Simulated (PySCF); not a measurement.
Species: H2O3S.
Numbering: `[O:1]=[SH:2](=[O:3])[OH:4]` (hydrogens: H5 on S2; H6 on O4)

Method: PBE0-D3(BJ)/def2-SVP geometry optimisation, gas phase (PySCF); density fitting, grid level 1; the optimiser is geomeTRIC in internal coordinates, started from a GFN2-xTB structure with every atom displaced at random (about 0.01 Å).

Geometry at step 0:
```
atom  x, y, z in Å
O1     -1.0487   -1.2187   -0.6227
S2     -0.4168   -0.0772   -0.0692
O3     -0.5767    1.2308   -0.6257
O4      1.1819   -0.3713    0.1020
H5     -0.7620   -0.0183    1.2625
H6      1.6465    0.4248   -0.0916
```

Question: Give the atomic forces at this geometry.

Answer: 
```tsv
atom	Fx (eV/Å)	Fy (eV/Å)	Fz (eV/Å)
O1	-0.364	-1.373	-0.635
S2	0.670	0.354	1.372
O3	0.128	1.086	-0.473
O4	-1.366	-1.354	0.224
H5	0.193	-0.059	-0.145
H6	0.740	1.346	-0.342
```

The largest, 1.94 eV/Å, acts on O4; the rms over all components is 0.836 eV/Å. The forces sum to zero within rounding, as they must for an isolated molecule in no field.

Question: Give the force on O4 in Eh/bohr and in nN.

Answer: 1.937 eV/Å ÷ 51.422 = 0.03766 Eh/bohr, and 1.937 eV/Å × 1.602 = 3.10 nN.

Question: How far is this geometry from the end of the optimisation?

Answer: 0.066 eV above it, and 0.029 Å rms away after alignment. The bonds farthest from their final lengths, with half the difference of the two atoms' forces along the bond (positive lengthens):

```json
{"bond": "O4–H6", "now (Å)": "0.942", "final (Å)": "0.970", "force along bond (eV/Å)": "+1.72"}
{"bond": "O1=S2", "now (Å)": "1.417", "final (Å)": "1.438", "force along bond (eV/Å)": "+1.32"}
{"bond": "S2–O4", "now (Å)": "1.635", "final (Å)": "1.615", "force along bond (eV/Å)": "-0.90"}
{"bond": "S2=O3", "now (Å)": "1.430", "final (Å)": "1.447", "force along bond (eV/Å)": "+0.72"}
{"bond": "S2–H5", "now (Å)": "1.377", "final (Å)": "1.368", "force along bond (eV/Å)": "-0.68"}
```

The angle farthest from its final value is O1–S2–O4, 109.4° against 107.9°.

Of the 4 listed bonds off by 0.010 Å or more, this force points towards the final length in 4.

The cost below is that of the whole optimisation. On Arm Neoverse N1, one thread, shared host, this took 22 s and 0.31 GiB of memory at its peak.
